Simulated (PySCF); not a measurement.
Bond curve of LiP

Set-up: basis Li def2-TZVP, P def2-TZVP; no relativity; PySCF 2.14. Energies in eV from Li + P in their ground configurations at the same level. State: ³Σ⁻ (triplet), unpaired electrons π ↑↑.

All columns are PBE0. A positive dipole means Li(−)P(+).

| R (Å) | E (eV) | μ (D) | Mulliken charge on Li (basis-dependent) | HOMO (eV) | LUMO (eV) | Mayer bond order | ⟨S²⟩ |
| --- | --- | --- | --- | --- | --- | --- | --- |
| 2.001 | -1.347 | -6.18 | 0.68 | -4.87 | -2.02 | 0.60 | 2.01 |
| 2.094 | -1.563 | -6.36 | 0.66 | -4.86 | -1.92 | 0.63 | 2.01 |
| 2.187 | -1.684 | -6.54 | 0.64 | -4.84 | -1.83 | 0.65 | 2.01 |
| 2.257 | -1.727 | -6.67 | 0.62 | -4.82 | -1.77 | 0.67 | 2.01 |
| 2.327 | -1.739 | -6.80 | 0.61 | -4.79 | -1.72 | 0.69 | 2.01 |
| 2.397 | -1.727 | -6.92 | 0.59 | -4.76 | -1.67 | 0.71 | 2.01 |
| 2.490 | -1.680 | -7.07 | 0.57 | -4.71 | -1.61 | 0.73 | 2.01 |
| 2.606 | -1.589 | -7.25 | 0.54 | -4.65 | -1.63 | 0.75 | 2.01 |
| 2.746 | -1.448 | -7.41 | 0.51 | -4.57 | -1.76 | 0.78 | 2.02 |
| 2.932 | -1.237 | -7.50 | 0.47 | -4.47 | -1.94 | 0.79 | 2.05 |

A fit through these points gives, at Re = 2.323 Å, μ = -6.79 D and dμ/dR = -1.80 D/Å; the reduced mass is 5.72 u.

Question: How strong is the fundamental in the double-harmonic approximation, I = 42.26·(dμ/dR)²/μred km/mol?

Answer: I = 42.26·(-1.80)²/5.72 = 23.9 km/mol at PBE0.

The state was picked by a PBE0 search and need not be the measured ground state.
